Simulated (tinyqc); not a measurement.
Worked calculation (part 2 of 2): CCSD on RHF in the sto-6g basis, frozen core, for H3O+, spin multiplicity 1. Computed by tinyqc, a small Python program that keeps every step (integrals from PySCF). Command: `OMP_NUM_THREADS=1 python tinyqc.py 22592 22593 out.jsonl` (the two numbers bound the seeds that draw the settings). One thread of a shared host (Intel(R) Xeon(R) Processor @ 2.60GHz), about 0.4 s of CPU time with the checks.

Geometry (angstrom):
```
atom,x,y,z
O,0.00000,0.00000,0.08200
H,1.08200,0.00000,0.00000
H,-0.54100,0.93700,0.00000
H,-0.54100,-0.93700,0.00000
```

## Integrals over molecular orbitals

coefficients C:
```
,MO1,MO2,MO3,MO4,MO5,MO6,MO7,MO8
1O 1s,0.99673,-0.23005,0.00000,0.00000,-0.01457,-0.14274,-0.00001,0.00000
1O 2s,0.01518,0.89553,0.00000,0.00002,0.07701,0.93250,0.00010,0.00000
1O 2px,0.00000,-0.00001,0.00000,0.69646,0.00000,0.00006,-0.88259,0.00000
1O 2py,0.00000,0.00000,0.69646,0.00000,0.00000,0.00000,0.00000,0.88259
1O 2pz,-0.00046,-0.02501,0.00000,0.00000,0.99587,-0.10073,-0.00001,0.00000
2H 1s,-0.00256,0.09749,0.00000,0.41245,-0.02923,-0.63363,0.90385,0.00000
3H 1s,-0.00256,0.09750,0.35719,-0.20622,-0.02923,-0.63353,-0.45201,-0.78282
4H 1s,-0.00256,0.09750,-0.35719,-0.20622,-0.02923,-0.63353,-0.45201,0.78282
```

core Hamiltonian H = T + V (hartree):
```
,1O 1s,1O 2s,1O 2px,1O 2py,1O 2pz,2H 1s,3H 1s,4H 1s
1O 1s,-33.39417,-7.38548,0.00000,0.00000,0.00290,-1.32801,-1.32811,-1.32811
1O 2s,-7.38548,-9.61187,0.00001,0.00000,0.03339,-3.13144,-3.13162,-3.13162
1O 2px,0.00000,0.00001,-7.96870,0.00000,0.00000,-2.28380,1.14199,1.14199
1O 2py,0.00000,0.00000,0.00000,-7.96870,0.00000,0.00000,-1.97790,1.97790
1O 2pz,0.00290,0.03339,0.00000,0.00000,-7.83091,0.18115,0.18116,0.18116
2H 1s,-1.32801,-3.13144,-2.28380,0.00000,0.18115,-4.85122,-0.94596,-0.94596
3H 1s,-1.32811,-3.13162,1.14199,-1.97790,0.18116,-0.94596,-4.85133,-0.94605
4H 1s,-1.32811,-3.13162,1.14199,1.97790,0.18116,-0.94596,-0.94605,-4.85133
```

Given earlier and not repeated: Two-electron integrals (ij|kl) in chemists' order.

(pq|rs) = sum C_ip C_jq C_kr C_ls (ij|kl), one index at a time.

one-electron integrals over orbitals h = C^T H C (hartree):
```
,1,2,3,4,5,6,7,8
1,-33.38104,0.58290,0.00000,0.00001,0.03441,0.36086,0.00003,0.00000
2,0.58290,-8.09581,0.00000,-0.00001,-0.05847,-1.41451,-0.00015,0.00000
3,0.00000,0.00000,-6.83000,0.00000,0.00000,0.00000,0.00000,-1.80472
4,0.00001,-0.00001,0.00000,-6.82997,-0.00001,-0.00017,1.80475,0.00000
5,0.03441,-0.05847,0.00000,-0.00001,-7.81886,0.18288,0.00001,0.00000
6,0.36086,-1.41451,0.00000,-0.00017,0.18288,-4.82883,0.00003,0.00000
7,0.00003,-0.00015,0.00000,1.80475,0.00001,0.00003,-5.52755,0.00000
8,0.00000,0.00000,-1.80472,0.00000,0.00000,0.00000,0.00000,-5.52757
```

Two-electron integrals over orbitals (pq|rs), unique and non-zero (hartree); the lowest 1 orbital is frozen and left out:
```
p,q,r,s,(pq|rs)
2,2,2,2,0.72153
3,2,3,2,0.13442
3,3,2,2,0.64460
3,3,3,3,0.64414
4,2,2,2,-3.20e-06
4,2,3,3,-0.03387
4,2,4,2,0.13441
4,3,3,2,-0.03387
4,3,4,3,0.04150
4,4,2,2,0.64460
4,4,3,3,0.56112
4,4,4,2,0.03387
4,4,4,4,0.64413
5,2,2,2,-0.00272
5,2,3,3,0.00169
5,2,4,2,5.06e-08
5,2,4,4,0.00169
5,2,5,2,0.15303
5,3,3,2,0.00033
5,3,4,3,0.00178
5,3,5,3,0.03197
5,4,2,2,4.89e-07
5,4,3,3,0.00178
5,4,4,2,0.00033
5,4,4,4,-0.00178
5,4,5,2,2.25e-06
5,4,5,4,0.03197
5,5,2,2,0.75887
5,5,3,3,0.64678
5,5,4,2,2.02e-06
5,5,4,4,0.64678
5,5,5,2,0.02359
5,5,5,4,1.17e-06
5,5,5,5,0.87921
6,2,2,2,0.13604
6,2,3,3,0.09240
6,2,4,2,5.71e-06
6,2,4,4,0.09240
6,2,5,2,-0.00741
6,2,5,4,4.26e-07
6,2,5,5,0.16629
6,2,6,2,0.06944
6,3,3,2,-0.01454
6,3,4,3,0.02881
6,3,5,3,0.00242
6,3,6,3,0.05902
6,4,2,2,1.76e-05
6,4,3,3,0.02882
6,4,4,2,-0.01455
6,4,4,4,-0.02879
6,4,5,2,7.49e-07
6,4,5,4,0.00243
6,4,5,5,1.93e-05
6,4,6,2,9.86e-06
6,4,6,4,0.05903
6,5,2,2,-0.02225
6,5,3,3,-0.01223
6,5,4,2,7.77e-07
6,5,4,4,-0.01223
6,5,5,2,0.06767
6,5,5,4,2.97e-06
6,5,5,5,-0.01851
6,5,6,2,-0.01497
6,5,6,4,-1.64e-06
6,5,6,5,0.03653
6,6,2,2,0.48668
6,6,3,3,0.47715
6,6,4,2,1.51e-05
6,6,4,4,0.47717
6,6,5,2,-0.01522
6,6,5,4,-1.01e-06
6,6,5,5,0.48574
6,6,6,2,0.03219
6,6,6,4,-7.08e-06
6,6,6,5,-0.01051
6,6,6,6,0.44335
7,2,2,2,1.63e-05
7,2,3,3,-0.00913
7,2,4,2,-0.05613
7,2,4,4,0.00915
7,2,5,2,-1.35e-07
7,2,5,4,-0.00427
7,2,5,5,1.77e-05
7,2,6,2,3.57e-06
7,2,6,4,-0.03574
7,2,6,5,-1.42e-06
7,2,6,6,3.25e-06
7,2,7,2,0.05590
7,3,3,2,-0.03626
7,3,4,3,0.00581
7,3,5,3,0.00192
7,3,6,3,0.02869
7,3,7,3,0.03353
7,4,2,2,-0.17674
7,4,3,3,-0.13361
7,4,4,2,0.03625
7,4,4,4,-0.12199
7,4,5,2,-0.00915
7,4,5,4,-0.00192
7,4,5,5,-0.19946
7,4,6,2,-0.08547
7,4,6,4,-0.02870
7,4,6,5,0.00970
7,4,6,6,-0.03443
7,4,7,2,-0.00019
7,4,7,4,0.15010
7,5,2,2,-6.65e-07
7,5,3,3,0.00335
7,5,4,2,-0.00932
7,5,4,4,-0.00335
7,5,5,2,6.68e-06
7,5,5,4,-0.02321
7,5,5,5,-2.31e-07
7,5,6,2,-1.16e-06
7,5,6,4,0.00471
7,5,6,5,1.77e-06
7,5,6,6,-2.15e-06
7,5,7,2,0.00287
7,5,7,4,-0.00369
7,5,7,5,0.02116
7,6,2,2,5.39e-07
7,6,3,3,0.04598
7,6,4,2,-0.09858
7,6,4,4,-0.04599
7,6,5,2,-1.04e-06
7,6,5,4,0.00466
7,6,5,5,-2.40e-06
7,6,6,2,-2.63e-06
7,6,6,4,0.05879
7,6,6,5,-1.45e-06
7,6,6,6,-2.24e-05
7,6,7,2,0.00831
7,6,7,4,-0.05166
7,6,7,5,0.00843
7,6,7,6,0.12814
7,7,2,2,0.57025
7,7,3,3,0.50642
7,7,4,2,0.02998
7,7,4,4,0.58214
7,7,5,2,0.00145
7,7,5,4,-0.00311
7,7,5,5,0.57251
7,7,6,2,0.06817
7,7,6,4,-0.04483
7,7,6,5,-0.00765
7,7,6,6,0.46598
7,7,7,2,0.01869
7,7,7,4,-0.07055
7,7,7,5,-0.00401
7,7,7,6,-0.06303
7,7,7,7,0.56627
8,2,3,2,0.05613
8,2,4,3,0.00915
8,2,5,3,0.00427
8,2,6,3,0.03574
8,2,7,3,-0.00018
8,2,8,2,0.05590
8,3,2,2,0.17673
8,3,3,3,0.12199
8,3,4,2,0.03626
8,3,4,4,0.13361
8,3,5,2,0.00915
8,3,5,4,-0.00192
8,3,5,5,0.19946
8,3,6,2,0.08547
8,3,6,4,-0.02868
8,3,6,5,-0.00970
8,3,6,6,0.03445
8,3,7,2,-0.00017
8,3,7,4,-0.08472
8,3,7,5,-0.00369
8,3,7,6,-0.05167
8,3,7,7,0.10599
8,3,8,3,0.15010
8,4,3,2,0.03626
8,4,4,3,-0.00581
8,4,5,3,-0.00192
8,4,6,3,-0.02869
8,4,7,3,-0.03186
8,4,8,2,0.00018
8,4,8,4,0.03353
8,5,3,2,0.00932
8,5,4,3,-0.00335
8,5,5,3,0.02321
8,5,6,3,-0.00471
8,5,7,3,-0.00369
8,5,8,2,0.00287
8,5,8,4,0.00369
8,5,8,5,0.02116
8,6,3,2,0.09857
8,6,4,3,-0.04598
8,6,5,3,-0.00466
8,6,6,3,-0.05877
8,6,7,3,-0.05167
8,6,8,2,0.00831
8,6,8,4,0.05166
8,6,8,5,0.00843
8,6,8,6,0.12812
8,7,3,2,0.03001
8,7,4,3,-0.03787
8,7,5,3,-0.00311
8,7,6,3,-0.04485
8,7,7,3,-0.01774
8,7,8,2,-0.01868
8,7,8,4,0.01774
8,7,8,5,0.00401
8,7,8,6,0.06305
8,7,8,7,0.04897
8,8,2,2,0.57025
8,8,3,3,0.58215
8,8,4,2,-0.03000
8,8,4,4,0.50641
8,8,5,2,0.00145
8,8,5,4,0.00311
8,8,5,5,0.57252
8,8,6,2,0.06817
8,8,6,4,0.04486
8,8,6,5,-0.00765
8,8,6,6,0.46596
8,8,7,2,-0.01868
8,8,7,4,-0.10600
8,8,7,5,0.00401
8,8,7,6,0.06305
8,8,7,7,0.46838
8,8,8,3,0.07053
8,8,8,8,0.56630
```

## CCSD: starting amplitudes

orbital energies (hartree): MO1 -21.04849, MO2 -1.68275, MO3 -1.01369, MO4 -1.01369, MO5 -0.84893, MO6 -0.00566, MO7 0.21050, MO8 0.21051

t_ij^ab = <ij||ab> / (e_i + e_j - e_a - e_b), whose energy is MP2.

Starting amplitudes (spin orbitals 1a, 1b, ...; amplitudes related by a flip of all spins are not repeated; the 24 largest):
```
from,to,t
3a 3b,8a 8b,-0.06131
4a 4b,7a 7b,-0.06131
3a 4b,7b 8a,-0.03460
2a 4b,6a 7b,0.02946
2a 3b,6a 8b,-0.02946
4a 4b,6a 6b,-0.02928
3a 3b,6a 6b,-0.02927
5a 5b,6a 6b,-0.02166
3a 4a,7a 8a,-0.02159
2a 2b,6a 6b,-0.02070
2a 4a,6a 7a,0.01714
2a 3a,6a 8a,-0.01714
2a 2b,7a 7b,-0.01476
2a 2b,8a 8b,-0.01476
3a 3b,7a 7b,-0.01369
4a 4b,8a 8b,-0.01369
3a 4b,7a 8b,0.01301
4a 4b,6a 7b,0.01286
3a 3b,6a 7b,-0.01285
3a 4b,6a 8b,0.01285
3a 4b,6b 8a,-0.01285
2a 3b,6b 8a,0.01232
2a 4b,6b 7a,-0.01232
5a 5b,7a 7b,-0.00998
```

correlation energy = -0.0547550 hartree

## CCSD: amplitude update 1

t_i^a D_i^a and t_ij^ab D_ij^ab are set to the remaining terms of the spin-orbital equations, evaluated with the old amplitudes; for the doubles these are <ij||ab> + 1/2 <ab||ef> t_ij^ef + 1/2 <mn||ij> t_mn^ab + P(ij)P(ab) <mb||ej> t_im^ae + terms in t^2 + terms with t1, D the orbital-energy denominators.

Amplitudes after update 1 (spin orbitals 1a, 1b, ...; amplitudes related by a flip of all spins are not repeated; the 24 largest):
```
from,to,t
3a 3b,8a 8b,-0.07602
4a 4b,7a 7b,-0.07602
3a 4b,7b 8a,-0.04007
4a 4b,6a 6b,-0.03787
3a 3b,6a 6b,-0.03786
2a 4b,6a 7b,0.03531
2a 3b,6a 8b,-0.03531
5a 5b,6a 6b,-0.02414
2a 2b,6a 6b,-0.02052
3a 4a,7a 8a,-0.02017
3a 4b,7a 8b,0.01990
2a 3b,6b 8a,0.01833
2a 4b,6b 7a,-0.01833
4a 4b,6a 7b,0.01766
3a 3b,6a 7b,-0.01766
3a 4b,6a 8b,0.01765
3a 4b,6b 8a,-0.01765
2a 4a,6a 7a,0.01698
2a 3a,6a 8a,-0.01698
2a 2b,7a 7b,-0.01642
2a 2b,8a 8b,-0.01642
3a 3b,7a 7b,-0.01606
4a 4b,8a 8b,-0.01606
5a 5b,7a 7b,-0.00998
```

correlation energy = -0.0657793 hartree

## CCSD: amplitude update 2

As before.

Amplitudes after update 2 (spin orbitals 1a, 1b, ...; amplitudes related by a flip of all spins are not repeated; the 24 largest):
```
from,to,t
3a 3b,8a 8b,-0.08105
4a 4b,7a 7b,-0.08105
3a 4b,7b 8a,-0.04136
4a 4b,6a 6b,-0.04125
3a 3b,6a 6b,-0.04124
2a 4b,6a 7b,0.03703
2a 3b,6a 8b,-0.03703
5a 5b,6a 6b,-0.02517
3a 4b,7a 8b,0.02318
2a 2b,6a 6b,-0.02090
2a 3b,6b 8a,0.02078
2a 4b,6b 7a,-0.02078
4a 4b,6a 7b,0.01937
3a 3b,6a 7b,-0.01937
3a 4b,6a 8b,0.01936
3a 4b,6b 8a,-0.01936
3a 4a,7a 8a,-0.01819
2a 2b,7a 7b,-0.01695
2a 2b,8a 8b,-0.01695
3a 3b,7a 7b,-0.01651
4a 4b,8a 8b,-0.01651
2a 4a,6a 7a,0.01625
2a 3a,6a 8a,-0.01625
4a,7a,0.01116
```

correlation energy = -0.0692376 hartree

## CCSD: convergence

E_corr = 1/4 sum <ij||ab> t_ij^ab + 1/2 sum <ij||ab> t_i^a t_j^b; stop when the norm of the change is below 1e-8.

Course of the amplitude iterations:
```
update,correlation energy (hartree),norm of the change
0,-0.0547550,-
1,-0.0657793,7.39e-02
2,-0.0692376,2.75e-02
3,-0.0704604,1.11e-02
4,-0.0709221,4.73e-03
5,-0.0711038,2.18e-03
6,-0.0711777,1.11e-03
7,-0.0712087,6.13e-04
8,-0.0712223,3.62e-04
9,-0.0712284,2.22e-04
10,-0.0712313,1.40e-04
11,-0.0712328,8.88e-05
12,-0.0712335,5.69e-05
13,-0.0712339,3.66e-05
...,...,...
19,-0.0712345,2.65e-06
20,-0.0712345,1.71e-06
21,-0.0712345,1.11e-06
22,-0.0712345,7.16e-07
23,-0.0712345,4.63e-07
24,-0.0712345,2.99e-07
25,-0.0712345,1.93e-07
26,-0.0712345,1.25e-07
27,-0.0712345,8.08e-08
28,-0.0712345,5.22e-08
29,-0.0712345,3.38e-08
30,-0.0712345,2.18e-08
31,-0.0712345,1.41e-08
32,-0.0712345,9.13e-09
```

Converged amplitudes (spin orbitals 1a, 1b, ...; amplitudes related by a flip of all spins are not repeated; the 24 largest):
```
from,to,t
3a 3b,8a 8b,-0.08434
4a 4b,7a 7b,-0.08434
4a 4b,6a 6b,-0.04307
3a 3b,6a 6b,-0.04306
3a 4b,7b 8a,-0.04208
2a 4b,6a 7b,0.03796
2a 3b,6a 8b,-0.03796
5a 5b,6a 6b,-0.02593
3a 4b,7a 8b,0.02591
2a 4b,6b 7a,-0.02249
2a 3b,6b 8a,0.02249
2a 2b,6a 6b,-0.02151
4a 4b,6a 7b,0.02015
3a 3b,6a 7b,-0.02015
3a 4b,6a 8b,0.02014
3a 4b,6b 8a,-0.02014
2a 2b,7a 7b,-0.01719
2a 2b,8a 8b,-0.01719
3a 3b,7a 7b,-0.01636
4a 4b,8a 8b,-0.01635
3a 4a,7a 8a,-0.01617
2a 4a,6a 7a,0.01547
2a 3a,6a 8a,-0.01547
4a,7a,0.01223
```

CCSD total energy = -76.0829151 hartree

T1 diagnostic, norm of the one-spin t1 over sqrt(correlated electrons) = 0.00812

Converged in 32 updates.
